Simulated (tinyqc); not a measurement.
Inside a calculation. Method: G0W0 on RHF in the sto-3g basis, for H2F+, spin multiplicity 1. One step of it, computed by the program tinyqc.

Problem. G0W0 on Hartree-Fock: LUMO. W(p,q,m) = sqrt2 sum_ia (pq|ia) (X+Y)_ia,m; Sigma_c(x) = sum_(i,m) W^2/(x - e_i + w_m) + sum_(a,m) W^2/(x - e_a - w_m); solve x = e_p + Sigma_c(x) by Newton steps; Z = 1/(1 - dSigma/dx); 1 hartree = 27.211386 eV.

orbital energies (hartree): [-26.621818, -2.065358, -1.219822, -1.073940, -1.045549, -0.004621, 0.185697]

Two-electron integrals over orbitals (pq|rs), unique and non-zero (hartree):
```
(11|11) 5.361699    (21|11) -0.501798   (21|21) 0.074620    (22|11) 1.200364
(22|21) -0.019059   (22|22) 0.857348    (31|11) 0.001685    (31|21) -0.000206
(31|22) 0.000202    (31|31) 0.017006    (32|11) -0.000867   (32|21) 0.000112
(32|22) 0.000500    (32|31) 0.025565    (32|32) 0.160070    (33|11) 0.985641
(33|21) -0.007951   (33|22) 0.758863    (33|31) -0.000088   (33|32) -0.000506
(33|33) 0.739737    (41|11) 0.128783    (41|21) -0.016091   (41|22) 0.014092
(41|31) 0.000085    (41|32) 4.54e-06    (41|33) 0.004861    (41|41) 0.029062
(42|11) -0.084758   (42|21) 0.007960    (42|22) 0.008178    (42|31) 5.39e-07
(42|32) 0.000064    (42|33) -0.003852   (42|41) 0.031040    (42|42) 0.161267
(43|11) 0.001208    (43|21) -0.000053   (43|22) 0.000467    (43|31) -0.003574
(43|32) 0.005798    (43|33) 0.000470    (43|41) -0.000117   (43|42) -0.000618
(43|43) 0.046846    (44|11) 1.181294    (44|21) -0.014840   (44|22) 0.824300
(44|31) 0.000020    (44|32) -0.000621   (44|33) 0.720985    (44|41) -0.011349
(44|42) -0.089914   (44|43) 0.000795    (44|44) 0.918946    (51|51) 0.029626
(52|51) 0.039033    (52|52) 0.180731    (53|51) -0.000125   (53|52) -0.000439
(53|53) 0.038270    (54|51) -0.009406   (54|52) -0.033637   (54|53) 0.000157
(54|54) 0.055654    (55|11) 1.264004    (55|21) -0.014071   (55|22) 0.878812
(55|31) 0.000048    (55|32) -0.000450   (55|33) 0.747853    (55|41) 0.003655
(55|42) -0.046523   (55|43) 0.000689    (55|44) 0.847798    (55|55) 0.997514
(61|11) 0.230006    (61|21) -0.035869   (61|22) 0.005007    (61|31) 0.000328
(61|32) 0.000294    (61|33) 0.002745    (61|41) -0.003856   (61|42) -0.018056
(61|43) 0.000027    (61|44) 0.013497    (61|55) 0.006294    (61|61) 0.022510
(62|11) -0.302921   (62|21) 0.008078    (62|22) -0.148239   (62|31) 0.000187
(62|32) 0.001144    (62|33) -0.090920   (62|41) -0.016798   (62|42) -0.037440
(62|43) -0.000359   (62|44) -0.114306   (62|55) -0.156683   (62|61) 0.002833
(62|62) 0.077985    (63|11) 0.006737    (63|21) -0.000145   (63|22) 0.003502
(63|31) -0.003975   (63|32) 0.029573    (63|33) 0.002801    (63|41) 0.000013
(63|42) -0.000849   (63|43) 0.016872    (63|44) 0.003091    (63|55) 0.003758
(63|61) 0.000026    (63|62) -0.001487   (63|63) 0.070195    (64|11) -0.237417
(64|21) 0.002630    (64|22) -0.125281   (64|31) -0.000133   (64|32) -0.000863
(64|33) -0.073686   (64|41) -0.007582   (64|42) -0.001964   (64|43) -0.000175
(64|44) -0.134128   (64|55) -0.128332   (64|61) 0.001870    (64|62) 0.059741
(64|63) -0.002101   (64|64) 0.061759    (65|51) -0.014895   (65|52) -0.056407
(65|53) 0.000521    (65|54) -0.005155   (65|65) 0.027617    (66|11) 0.695686
(66|21) -0.005553   (66|22) 0.574856    (66|31) -0.000254   (66|32) -0.002948
(66|33) 0.559044    (66|41) 0.016301    (66|42) 0.067438    (66|43) -0.001581
(66|44) 0.536505    (66|55) 0.549768    (66|61) -0.004132   (66|62) -0.051552
(66|63) -0.002462   (66|64) -0.027528   (66|66) 0.544529    (71|11) -0.004610
(71|21) 0.000749    (71|22) -0.000013   (71|31) 0.017556    (71|32) 0.025136
(71|33) -0.000185   (71|41) -0.000031   (71|42) 0.000207    (71|43) -0.003809
(71|44) -0.000213   (71|55) -0.000122   (71|61) -0.000164   (71|62) 0.000235
(71|63) -0.003770   (71|64) -0.000129   (71|66) -0.000277   (71|71) 0.018162
(72|11) 0.006464    (72|21) -0.000149   (72|22) 0.003217    (72|31) 0.017395
(72|32) 0.062683    (72|33) 0.001440    (72|41) 0.000208    (72|42) 0.000131
(72|43) -0.023045   (72|44) 0.002682    (72|55) 0.003258    (72|61) 0.000237
(72|62) -0.000657   (72|63) -0.028516   (72|64) -0.001232   (72|66) 0.001183
(72|71) 0.017212    (72|72) 0.056208    (73|11) 0.427907    (73|21) -0.008655
(73|22) 0.203137    (73|31) 0.000019    (73|32) -0.001269   (73|33) 0.160740
(73|41) -0.001231   (73|42) -0.055358   (73|43) 0.000176    (73|44) 0.207583
(73|55) 0.228951    (73|61) 0.005550    (73|62) -0.075336   (73|63) 0.001253
(73|64) -0.074271   (73|66) 0.020029    (73|71) -0.000105   (73|72) 0.001973
(73|73) 0.159381    (74|11) 0.001788    (74|21) -0.000013   (74|22) 0.000756
(74|31) -0.007612   (74|32) -0.055517   (74|33) 0.000662    (74|41) 0.000195
(74|42) 0.000613    (74|43) 0.012468    (74|44) 0.000943    (74|55) 0.000889
(74|61) -0.000191   (74|62) -0.000931   (74|63) -0.038531   (74|64) 0.000257
(74|66) 0.002229    (74|71) -0.007826   (74|72) -0.011953   (74|73) 0.001280
(74|74) 0.046262    (75|51) 0.000294    (75|52) 0.001120    (75|53) 0.025638
(75|54) -0.000066   (75|65) -0.000188   (75|75) 0.020429    (76|11) 0.000817
(76|21) -0.000037   (76|22) -0.000288   (76|31) -0.010729   (76|32) -0.100904
(76|33) 0.000572    (76|41) -0.000198   (76|42) -0.000694   (76|43) -0.042044
(76|44) 0.000877    (76|55) 0.000318    (76|61) -0.000047   (76|62) 0.000122
(76|63) -0.084904   (76|64) 0.001492    (76|66) 0.005172    (76|71) -0.010879
(76|72) 0.005790    (76|73) 0.002189    (76|74) 0.056084    (76|76) 0.160376
(77|11) 0.822583    (77|21) -0.008312   (77|22) 0.625033    (77|31) 0.000433
(77|32) 0.003524    (77|33) 0.626032    (77|41) 0.003171    (77|42) 0.005578
(77|43) 0.001317    (77|44) 0.605459    (77|55) 0.613896    (77|61) 0.003256
(77|62) -0.049758   (77|63) 0.004002    (77|64) -0.030753   (77|66) 0.541117
(77|71) 0.000339    (77|72) 0.000986    (77|73) 0.077730    (77|74) -0.001741
(77|76) -0.004654   (77|77) 0.587265
```

excitation energies w (hartree): [1.094768, 1.143019, 1.271449, 1.272336, 1.417047, 1.672916, 2.250155, 2.363039, 26.662180, 26.843824]

X + Y, order 1>6, 1>7, 2>6, 2>7, 3>6, 3>7, 4>6, 4>7, 5>6, 5>7:
```
[[0.000000, -0.000416, 0.000000, 0.000024, 0.000018, -0.000808, -0.000255, -0.000034, 0.999154, -0.001791],
 [0.000000, 0.000028, 0.000000, 0.001038, 0.000492, 0.000020, -0.000082, -0.002551, 0.001804, 0.999322],
 [0.000000, -0.090310, 0.000000, 0.003695, -0.001769, 0.292090, 0.920879, -0.014451, 0.000033, 0.000003],
 [0.000000, 0.002320, 0.000000, 0.064219, -0.026177, -0.004940, 0.017163, 0.974514, 0.000003, 0.000217],
 [0.000000, 0.015529, 0.000000, 0.698167, -0.646222, 0.004778, -0.003298, -0.035127, 0.000000, -0.000026],
 [0.000000, 0.227424, 0.000000, -0.009975, 0.003291, 0.868556, -0.193358, 0.006505, 0.000044, -0.000001],
 [0.000000, 0.944312, 0.000000, -0.008218, 0.008642, -0.144712, 0.081156, -0.002537, 0.000011, -0.000001],
 [0.000000, 0.000081, 0.000000, 0.694459, 0.674952, 0.003490, -0.001804, -0.013726, -0.000001, -0.000055],
 [0.975098, 0.000000, -0.001841, 0.000000, 0.000000, 0.000000, 0.000000, 0.000000, 0.000000, 0.000000],
 [0.002158, 0.000000, 0.984061, 0.000000, 0.000000, 0.000000, 0.000000, 0.000000, 0.000000, 0.000000]]
```

Give: The 12 largest terms at x = e_p; Newton steps; quasiparticle energy of the LUMO; Hartree-Fock value.

Solution.

The 12 largest terms at x = e_p (hartree; W for the signs of X + Y given):
```
q  m        W       term
7  5   0.1309    -0.0107
2  7   0.1290     0.0039
3  5  -0.0999     0.0038
4  7   0.1052     0.0033
6  7  -0.0757    -0.0025
4  6  -0.0792     0.0023
2  6  -0.0726     0.0014
4  2   0.0509     0.0012
5  1   0.0381     0.0007
2  2   0.0456     0.0006
7  4  -0.0283    -0.0005
6  2  -0.0238  -4.95e-04
```

Newton steps (hartree):
```
step        x  Sigma_c(x)       Z
0     -0.0046      0.0037  0.9857
1     -0.0010      0.0036  0.9857
2     -0.0010      0.0036  0.9857
```

quasiparticle energy of the LUMO = -0.0275 eV

Hartree-Fock value = -0.1258 eV
